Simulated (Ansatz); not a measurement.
Results of r²SCAN+SOC (plane waves, PAW; Ansatz, a first-principles code) for 1T (CdI2-type) SnSe2.

Settings: plane-wave cutoff 560 eV, 12×12×6 k mesh (along the axes of the cell as run), Fermi–Dirac smearing 0.01 eV, PAW data made under PBE.

Energies at three volumes about the minimum:

```csv
V (Å³/atom),E − E_lowest (meV/atom)
27.250,0.50
27.806,0.00
28.362,0.39
```

Q: Fit a parabola by hand: where is the minimum, and what is the bulk modulus?

A: Slopes: (0.00 − 0.50)/(27.806 − 27.250) = -0.899 and (0.39 − 0.00)/(28.362 − 27.806) = 0.701 meV/Å³. Curvature E″ = 2 × (0.701 − (-0.899))/(28.362 − 27.250) = 2.878 meV/Å⁶. From the middle of the first interval, the slope vanishes at V0 = 27.5280 − (-0.899)/2.878 = 27.840 Å³/atom. B = V0 E″ = 27.840 × 2.878 meV/Å³ × 0.1602 GPa per meV/Å³ = 12.8 GPa. The full Birch–Murnaghan fit to all volumes gives V0 = 27.810 Å³/atom and B0 = 12.7 GPa.

Shape and atoms are relaxed at each volume.

Note: the cell comes from a level without a dispersion term, which matters for the spacing of layers, chains or molecules.
